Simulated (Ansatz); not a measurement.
Worked example: HCB⁺, doublet against HCB, triplet

Geometry (PBE0/def2-TZVP stationary point of a triplet), kept for both states (HCB, triplet: Π; HCB⁺, doublet: Σ⁻ or Δ):

```yaml
atoms:
  - { symbol: B, position_ang: [0.0000, 0.0000, 1.2592] }
  - { symbol: C, position_ang: [0.0000, 0.0000, -0.0942] }
  - { symbol: H, position_ang: [0.0000, 0.0000, -1.1650] }
```

Basis 6-31G; Ansatz 0.2.0. Only valence electrons are correlated (noble-gas cores frozen). Prefix R: restricted or restricted open-shell reference; prefix U: unrestricted.

Full CI is exact within this basis and frozen core; it isn't the basis-set limit. The frozen core follows each run's orbitals, which can shift R against U totals by a few meV.

Unrestricted rows (U, and Kohn–Sham where it breaks symmetry) aren't spin-pure: their determinants' ⟨S²⟩ exceeds S(S+1) by up to 1.02, so they mix in states of higher spin. The determinant of the HCB⁺ doublet fills πx and πy unequally, so it is a mixture of Σ and Δ, which weighs on every level built on one determinant.

```json
{"level": "UHF", "E(HCB, triplet) (hartree)": "-62.934796", "E(HCB⁺, doublet) (hartree)": "-62.616852"}
{"level": "UMP2", "E(HCB, triplet) (hartree)": "-63.036145", "E(HCB⁺, doublet) (hartree)": "-62.680633"}
{"level": "UCCSD(T)*", "E(HCB, triplet) (hartree)": "-63.062809", "E(HCB⁺, doublet) (hartree)": "-62.720250"}
{"level": "PBE", "E(HCB, triplet) (hartree)": "-63.226053", "E(HCB⁺, doublet) (hartree)": "-62.851231"}
{"level": "wB97M-V", "E(HCB, triplet) (hartree)": "-63.286411", "E(HCB⁺, doublet) (hartree)": "-62.920221"}
{"level": "full CI", "E(HCB, triplet) (hartree)": "-63.064230", "E(HCB⁺, doublet) (hartree)": "-62.689794"}
```

Task: Give the vertical gap, HCB⁺ doublet less HCB triplet, at each level in eV (1 hartree = 27.2114 eV), and each error against full CI.

Result: full CI: (-62.689794 − (-63.064230)) × 27.2114 = 10.189 eV (the reference)
wB97M-V: (-62.920221 − (-63.286411)) × 27.2114 = 9.965 eV, error -0.224 eV
PBE: (-62.851231 − (-63.226053)) × 27.2114 = 10.199 eV, error 0.010 eV
UCCSD(T): (-62.720250 − (-63.062809)) × 27.2114 = 9.322 eV, error -0.867 eV
UMP2: (-62.680633 − (-63.036145)) × 27.2114 = 9.674 eV, error -0.515 eV
UHF: (-62.616852 − (-62.934796)) × 27.2114 = 8.652 eV, error -1.537 eV

Total energies of functionals can't be set beside those of wave-function methods, since they hold the core's correlation and their own absolute errors; only the differences compare.

The set has no polarisation functions, so the order and spacing of states can differ from the basis-set limit.

In so small a basis the reference is far from its limit while semilocal and hybrid functionals are nearer theirs, so the functionals' errors here hold much of the reference's basis and frozen-core error, which can add to them or hide them.

Each level lands on the state that its own search finds. T1 diagnostics of restricted CCSD: 0.025 and 0.029.

An asterisk marks runs whose energy the program itself flagged as in doubt.
